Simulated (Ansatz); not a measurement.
# The cluster Zr₃−: geometry, orbitals and charge

Aim: characterise the cluster Zr₃− as a doublet: its structure, frontier levels and distribution of charge and spin.

Method: UKS PBE-D4/def2-TZVPD; program: Ansatz 0.2.0, Gaussian basis.

The runs, in order: relaxation at r2SCAN-D4/def2-TZVPD; a single point at PBE-D4/def2-TZVPD.

1 further run of the same task is left out (it didn't finish). Runs told in other sessions of the task aren't counted.

## (1) Where the work starts

3 atoms, charge -1, spin multiplicity 2.

Atoms are counted from 1 here; the program's logs count them from 0.

Bond lengths: Zr1–Zr2 3.297 Å, Zr1–Zr3 3.292 Å, Zr2–Zr3 3.295 Å. Angles: Zr2–Zr1–Zr3 60.0°, Zr1–Zr2–Zr3 59.9°, Zr1–Zr3–Zr2 60.1°.

Zr takes a core potential in the def2 sets. No spin-orbit coupling is included. The ion is computed in the gas phase, without counter-ions or solvent.

The start is a GFN2-xTB geometry.

## (2) Relaxation at r2SCAN-D4/def2-TZVPD

Input file in.yaml:

```yaml
crystal:
  periodic: [false, false, false]
  atoms:
    - {symbol: Zr, position_ang: [-0.805170, -0.833300, 1.508600]}
    - {symbol: Zr, position_ang: [0.765730, -1.062990, -1.381360]}
    - {symbol: Zr, position_ang: [0.039450, 1.896290, -0.127240]}
basis:
  gaussian: {orbitals: def2-TZVPD}
total_charge: -1
magnetization: {spin_polarized: true, initial_magnetization: 1}
hamiltonian: {xc: r2scan, dispersion: d4}
scf: {lower_state_search: "off"}
output: {orbitals: {seedname: orbitals}}
relax: {f_tol: 0.02, max_steps: 100}
```

Started as:

```
$ ansatz run in.yaml --threads 4 --pin off --events-out ev --progress --plain --max-ram 3916MiB
```

After this run come: Single point, PBE-D4/def2-TZVPD.

**Question.** What will the summary of the whole plan be? Wanted: commonest bond; HOMO, LUMO at PBE-D4/def2-TZVPD; ⟨S²⟩.

The runs gave:

```
                                         quantity                            value
                                   commonest bond  Zr–Zr, 3 of mean length 2.662 Å
HOMO, LUMO at PBE-D4/def2-TZVPD (over both spins)                    0.68, 1.01 eV
                                             ⟨S²⟩                            1.839
```

What this shows: The molecule keeps its bonding pattern by the stored test; the atoms moved 0.37 Å (rms). No usable vibrations, so a minimum isn't proven. The alpha HOMO lies nearest to Zr2, Zr3 about 37 % each; Zr1 27 % and the alpha LUMO to Zr1 45 %; Zr2, Zr3 about 27 % each (shares on a coarse grid); over both spins the HOMO of beta spin, not drawn, take the frontier's place. Doubts on the single point: spin contamination, highest occupied level lies above zero. Whether this spin is the lowest isn't tested here.

The anion's highest level is positive in at least one run, so there the basis alone may hold the extra electron.
